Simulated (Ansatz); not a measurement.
An input meant for the cluster C₂H₃⁺ (charge 1, singlet).

```yaml
crystal:
  periodic: [false, false, false]
  atoms:
    - {symbol: C, position_ang: [-0.071287, -0.357856, -0.323427]}
    - {symbol: C, position_ang: [0.113439, 0.559476, 0.506382]}
    - {symbol: H, position_ang: [0.272210, 1.354382, 1.225301]}
    - {symbol: H, position_ang: [0.353937, -1.363502, -0.173002]}
    - {symbol: H, position_ang: [-0.668300, -0.192490, -1.235255]}
basis:
  gaussian: {orbitals: def2-TZVP, final_grid: {core_spheres: 1, valence_spheres: 1, degree: 3}}
total_charge: 1
hamiltonian: {xc: {name: wB97M-V}}
```

```sh
$ ansatz run in.yaml --threads 4 --pin off --events-out ev --progress --plain --max-ram 3916MiB
```

It prints (some lines left out):

```
Functional definition: wB97M-V
492 factors; their error is unknown
141 factors; integrals over basis functions are off by at most 1.5e-5 eV
mean field evaluation 1: about -2106.0942 eV, gradient 4.7e1 eV
mean field evaluation 2: about -2108.7510 eV, gradient 3.1e1 eV
mean field evaluation 4: about -2110.8446 eV, gradient 1.5e0 eV
mean field evaluation 8: about -2113.9450 eV, gradient 1.0e1 eV
mean field evaluation 16: about -2125.2574 eV, gradient 4.0e1 eV
a density is far from that of the atoms, so the factors are made again for it
706 factors; integrals over basis functions are off by at most 7.8e-5 eV
144 factors; integrals over basis functions are off by at most 1.5e-5 eV
mean field evaluation 32: about -2047.0458 eV, gradient 2.1e2 eV
mean field -2130.68115191 eV, -78.3010881053 hartree, gradient 2.7e-5 eV, S^2 0.000000; 0 other end points of the search recorded, 0 dependent functions left out
reference -2130.68126823 eV, -78.3010923798 hartree; 7, 7 occupied and 73, 73 virtual orbitals, 706 factors
Total energy: -2130.68126823 eV, -78.3010923798 hartree
```

In this input the integration grid is far too coarse. Self-consistency was reached. The result belongs to that input, not to the species as meant.
